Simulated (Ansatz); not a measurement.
Task: a rigid scan of one bond angle of C2H3FS, SMILES FC=CS, with Ansatz 0.2.0, Python API. Give the script and its output. Level of theory (for the species named): CAM-B3LYP, 6-31G* basis, multiplicity 1.

```xyz
7

F    -0.7123   -1.0080   -1.1012
C    -0.5754   -0.6654    0.1851
C     0.2033    0.3189    0.5767
S     1.2029    1.3199   -0.5096
H    -1.1506   -1.3196    0.8065
H     0.3504    0.5314    1.6499
H     0.7429    0.7549   -1.6530
```

`c2h3fs.py`:
```python
import ansatz as az
from ase import Atoms

atoms = Atoms(['F', 'C', 'C', 'S', 'H', 'H', 'H'], positions=[
    (-0.7123, -1.008, -1.1012),
    (-0.5754, -0.6654, 0.1851),
    (0.2033, 0.3189, 0.5767),
    (1.2029, 1.3199, -0.5096),
    (-1.1506, -1.3196, 0.8065),
    (0.3504, 0.5314, 1.6499),
    (0.7429, 0.7549, -1.653),
])

first = (
    az.Crystal.molecule_from_ase(atoms).calculation()
    .basis(gaussian='6-31G*')
    .functional('cam_b3lyp')
    .relax(force_tolerance=0.02, max_steps=80)
)
atoms.positions = first.run(threads=1).report['positions_ang']

rows = []
for angle in [85, 95, 105, 115, 125, 140, 160]:
    bent = atoms.copy()
    bent.set_angle(2, 3, 6, angle, indices=[6])
    job = az.Crystal.molecule_from_ase(bent).calculation().basis(gaussian='6-31G*').functional('cam_b3lyp')
    rows.append((angle, job.run(threads=1).report['free_energy_ev']))
floor = min(e for _, e in rows)
for angle, e in rows:
    print(f'angle C2-S3-H6 = {angle:3d} deg   {1000 * (e - floor):9.1f} meV')
```

```console
$ python c2h3fs.py
angle C2-S3-H6 =  85 deg       115.0 meV
angle C2-S3-H6 =  95 deg         0.0 meV
angle C2-S3-H6 = 105 deg        64.4 meV
angle C2-S3-H6 = 115 deg       282.1 meV
angle C2-S3-H6 = 125 deg       634.5 meV
angle C2-S3-H6 = 140 deg      1374.5 meV
angle C2-S3-H6 = 160 deg      2559.8 meV
```

The scan is rigid, and the energies are electronic, in a modest basis. The zero is the lowest point of the grid, which needn't be the minimum. Run time: 35 s on 1 thread of Arm Neoverse V1, on a shared host, peak memory 0.22 GiB.

(Lines on the test bed's own set-up are left out of the output.)
